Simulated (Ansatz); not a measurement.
Input for Ansatz (a first-principles code): R-wB97X-V/def2-TZVPPD on H2O (SMILES O). Files ending in .json are basis or fitting sets from the Basis Set Exchange.

Ansatz 0.2 input:
```yaml
crystal:
  periodic: [false, false, false]
  atoms:
    - {symbol: O, position_ang: [-2.78622774, -0.27406965, 0.00000000]}
    - {symbol: H, position_ang: [-2.62142374, -1.21879165, 0.00000000]}
    - {symbol: H, position_ang: [-1.89892674, 0.09752035, 0.00000000]}
basis:
  gaussian:
    orbitals: def2-TZVPPD.json
hamiltonian:
  xc: {name: wB97X-V}
scf: {lower_state_search: off}
```

The log:

```
WARN ansatz: RAYON_NUM_THREADS=6 ignored (pool sized by the plan → 6); use --threads N
Functional definition: wB97X-V
these checks for a lower state are left out or cut short: stability, starts, cluster_reference, orbital_swaps, neighbouring_geometries, increment
integrals: 0.01 GiB planned
302 factors; their error is unknown
integrals: 0.05 GiB planned
104 factors; integrals over basis functions are off by at most 3.1e-5 eV
mean field: 0.19 GiB planned
mean field evaluation 1: about -2076.8878 eV, gradient 4.4e1 eV
mean field evaluation 2: about -2076.3870 eV, gradient 4.9e1 eV
mean field evaluation 4: about -2079.9528 eV, gradient 2.7e-1 eV
mean field evaluation 8: about -2079.9566 eV, gradient 2.2e-2 eV
mean field -2079.95657837 eV, -76.4369944099 hartree, gradient 8.4e-6 eV, S^2 0.000000; 0 other end points of the search recorded, 0 dependent functions left out
reference -2079.95657646 eV, -76.4369943397 hartree; 5, 5 occupied and 69, 69 virtual orbitals, 302 factors
Total energy: -2079.95657646 eV, -76.4369943397 hartree
Checks for a lower state left out: stability, starts, cluster_reference, orbital_swaps, neighbouring_geometries, increment
```

The run converged.

Cost: around 1.4 core-seconds (rough).
